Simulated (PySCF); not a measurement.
Unknown compound

The spectra below were simulated for a compound C₄H₇N.

1H NMR (500 MHz, computed): δ 6.59 (dd, J = 16.1, 9.0 Hz, 1H), 4.38 (d, J = 9.0 Hz, 1H), 4.37 (d, J = 16.1 Hz, 1H), 1.63 (s, 4H).

13C{1H} NMR (computed): δ 155.7 (CH), 98.2 (CH2), 26.9 (CH2).

PySCF 2.14 calculation with shielding tensors at B97-2/pcSseg-2 (GIAO), structure optimised with PBE0-D3(BJ)/def2-SVP and spin–spin couplings from B3LYP/pcJ-1 (spin–dipole term only in couplings to heteroatoms); one computed conformer, relativity neglected, isolated molecule, rapidly exchanging positions averaged.

Shifts are taken against calculated references (same method and geometry level): 1H, 13C against TMS.

Task: Propose a structure and justify it.

Result: 
- The formula gives 2 degrees of unsaturation (1 ring in the answer).
- 3 carbon signals for 4 carbons: some carbons are equivalent by symmetry or fast rotation.
- Carbon types of the structure: 1 × CH, 3 × CH2, which accounts for all hydrogens.
- δC 155.7: alkene carbon bearing nitrogen; an sp2 carbon further deshielded by the attached heteroatom.
- δC 98.2: β carbon of an enol-ether or enamine type C=C; the O or N lone pair pushes π density onto this β carbon and shields it.
- δC 26.9: aziridine ring carbon; the inductive effect lowers its shielding.
- δH 6.59: hydrogen on an alkene carbon bearing nitrogen; olefinic region.
- δH 4.38, 4.37: hydrogen on a β carbon of an enol-ether or enamine type C=C; lone-pair donation from O or N shields it, upfield of ordinary alkene protons.
- δH 1.63: hydrogen on an aziridine ring carbon.
- The protons at 4.37 and 6.59 share a coupling of 16.1 Hz (vicinal, trans across C=C).
- The protons at 4.38 and 6.59 share a coupling of 9.0 Hz (vicinal, cis across C=C).

The compound is 1-ethenylaziridine.

This is the structure that produced the data.

Splittings below 1 Hz are ignored in the labels, and close J values are merged. Unscaled 3J(H,H) at this level run about 10 % above measured values. Shifts are as computed. Against solution values, carbons near 30 ppm lie about +4 ppm off and those near 130 ppm about +7 ppm. Of 1211 compounds with measured shifts, 218 miss one by over three times the rms of a fit or turn the order of signals round; such compounds aren't used in these exercises.
